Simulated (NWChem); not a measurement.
**Correlation energy of Be**

```
Be
```
Charge 0, spin multiplicity 1.

All runs are NWChem calculations.

Basis set: cc-pVDZ. Each correlation energy counts from its own Hartree-Fock reference.

The correlated methods keep 1 core orbital frozen. Coupled-cluster values serve here as a point of comparison, not as the truth.

```tsv
method	correlation energy (mHa)
CR-CCSD[T]	-44.5
SCS-MP2	___
CCSD	-44.5
CCSDT	-44.5
CR-CCSD(T)	-44.5
MP2	___
```

Task: Some entries are withheld; supply them.

Result: 
- SCS-MP2, correlation energy (mHa): -30.7
- MP2, correlation energy (mHa): -25.6
